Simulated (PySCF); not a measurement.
MgP and its ions

UHF-SCS-MP2; Mg cc-pVDZ, P cc-pV(D+d)Z; no relativity (PySCF 2.14). Neutral (UHF): quartet (σ ↑, π ↑↑), Re = 2.568 Å, ωe = 297 cm⁻¹, De = 0.25 eV.

MgP⁺ (ROHF): triplet (π ↑↑), Re = 2.478 Å, ωe = 358 cm⁻¹, De = 0.96 eV to Mg⁺ + P. The energies at the minima are -540.41751 hartree for MgP and -540.17418 for MgP⁺.

Problem. Work out the adiabatic ionisation energy, without and with harmonic zero-point energies (1 hartree = 27.2114 eV, 1 eV = 8065.5 cm⁻¹), and the change of the bond length.

Solution. At SCS-MP2: 0.24333 hartree = 6.621 eV between the minima; the zero-point term (358.0 − 297.0)/2 cm⁻¹ = +0.004 eV makes it 6.625 eV. Re changes by -9.0 pm against the neutral. The electron leaves a σ orbital, and the shorter bond of the ion fits an antibonding orbital, or a change in how ionic the bond is.

Correlated steps freeze 6 core orbitals. UHF and ROHF references stand side by side, which adds small steps between rows. Weak bonds: MgP. Basis-set superposition, not corrected here, can be much of De in a small basis, most of all at correlated wavefunction levels. For an ion De counts to the pair picked by the measured ionisation energies or electron affinities, which need not be the lowest pair at this level. States were picked by a PBE0 search and need not be the measured ground states.

Neutral and ion stand on different kinds of reference determinant, which adds to the error of the difference.
